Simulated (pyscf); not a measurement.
Structures and frequencies: ωB97X-D3(BJ)/def2-SVP in PySCF.

For the elementary gas-phase step F–SiH₂–O–SiH₂–F (SMILES F[SiH2]O[SiH2]F) + H₂ (SMILES [H][H]) -> F–SiH₂–O–SiH₃ (SMILES F[SiH2]O[SiH3]) + HF (SMILES F) (singlet surface; F–Si, H–H broken, H–Si, F–H formed), what barrier and reaction energy does ωB97M-D3(BJ)/def2-TZVP give, measured from the separated reactants?

ΔE‡ = 248.8 kJ/mol, ΔE = +136.5 kJ/mol. Zero-point energy shifts the barrier by +12.1 kJ/mol. It is a four-centre exchange, with an imaginary mode of 1118i cm⁻¹. On the product side the descent ends in a complex (not fully relaxed), 20.9 kJ/mol under the separated species and 134.4 kJ/mol under the saddle at ωB97X-D3(BJ)/def2-TZVP. One saddle was located; it need not be the lowest between these sides.
